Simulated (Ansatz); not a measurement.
[Br···H···O], triplet: transfer scan

Starting geometry:

| atom | x (Å) | y (Å) | z (Å) |
| --- | --- | --- | --- |
| Br | 0.0000 | 0.0000 | -1.3929 |
| H | 0.0000 | 0.0000 | 0.0277 |
| O | 0.0000 | 0.0000 | 1.3651 |

From there H2 is moved from one fragment to the other while all else, the fragments' distance too, stays fixed; atoms are numbered as listed. Energies are in kJ/mol, counted from the starting geometry at the same level.

Basis cc-pVTZ; Ansatz 0.2.0. Only valence electrons are correlated (noble-gas cores and the filled d shells of p-block atoms frozen). R marks a restricted (for open shells ROHF) determinant, U an unrestricted one. No spin–orbit coupling is included, and no scalar relativity.

Coupled cluster chose its determinant by trial CCSD, here up to 0.14 eV above the lowest Hartree–Fock solution of its kind.

Full CI isn't at hand for all of this; UCCSDT(Q) serves as the reference, and is uncertain by about the last step of the cluster series. The frozen core follows each run's orbitals, which can shift R against U totals by a few meV for light atoms and by up to 0.1 eV past Ca.

```tsv
distance Br1-H2 (Å)	UCCSDT(Q)	error UHF	error UMP2	error UCCSD	error RCCSDT	error UCCSDT	error RCCSDT(Q)
1.421	0.0	0.0	0.0	0.0	0.0	0.0	0.0
1.470	-3.4	10.3	3.4	1.5	0.2	0.2	0.0
1.569	-12.3	30.9	7.0	3.5	0.6	0.4	0.0
1.669	-29.9	37.4	-1.3	2.5	0.4	0.2	0.1
1.768	-44.6	25.3	-8.5	-0.4	0.0	-0.1	0.1
```

Errors are those of relative energies. In total energy the starting point itself misses UCCSDT(Q) by: UHF 999.8, UMP2 128.3, UCCSD 34.7, RCCSDT 1.6, UCCSDT 1.3, RCCSDT(Q) 0.3 kJ/mol.

Spread of the error over the points with a reference, to 1.768 Å (largest less smallest): RCCSDT(Q) 0.1, UCCSDT 0.5, RCCSDT 0.6, UCCSD 4.0, UMP2 15.4, UHF 37.4 kJ/mol.
